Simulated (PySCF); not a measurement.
P₂F₄.
SMILES: `FP(P(F)F)F`

Torsions of this conformer, `[F:1][P:2]([F:3])[P:4]([F:5])[F:6]`: F1–P2–P4–F5 -179°.

The closed-shell ground state was solved at several levels (PySCF, density fitting, gas phase, non-relativistic). One conformer (not necessarily the lowest) at the PBE0-D3(BJ)/def2-SVP geometry, without solvent, vibrations or thermal averaging.

```json
{"level": "PBE0/6-31G*", "basis functions": "92", "HOMO (eV)": "-7.14", "LUMO (eV)": "-1.41", "gap (eV)": "5.73", "dipole (D)": "0.04"}
{"level": "PBE0/6-31G", "basis functions": "62", "HOMO (eV)": "-7.86", "LUMO (eV)": "-1.99", "gap (eV)": "5.87", "dipole (D)": "0.06"}
{"level": "PBE0/6-311+G(2d,p)", "basis functions": "178", "HOMO (eV)": "-7.57", "LUMO (eV)": "-1.98", "gap (eV)": "5.59", "dipole (D)": "0.04"}
{"level": "PBE0/def2-SVP", "basis functions": "92", "HOMO (eV)": "-7.32", "LUMO (eV)": "-1.49", "gap (eV)": "5.83", "dipole (D)": "0.05"}
{"level": "PBE0/STO-3G", "basis functions": "38", "HOMO (eV)": "-2.65", "LUMO (eV)": "4.24", "gap (eV)": "6.89", "dipole (D)": "0.03"}
```

Problem. Estimate the row for PBE0/def2-TZVP, a basis of 198 functions; the other rows only guide the guess.

Solution. HOMO -7.38 eV, LUMO -1.80 eV, gap 5.58 eV, dipole 0.04 D.

Problem. How much does the basis alone move the frontier levels among the 6 PBE0 rows (the withheld one included)?

Solution. The HOMO by 5.21 eV and the LUMO by 6.23 eV. By rising basis size (HOMO, LUMO in eV): STO-3G -2.65, 4.24; 6-31G -7.86, -1.99; 6-31G* -7.14, -1.41; def2-SVP -7.32, -1.49; 6-311+G(2d,p) -7.57, -1.98; def2-TZVP -7.38, -1.80.

Problem. How far do the dipole and the HOMO energy spread over the levels?

Solution. The dipole runs from 0.03 to 0.06 D (mean 0.04 D) and the HOMO from -7.86 to -2.65 eV.
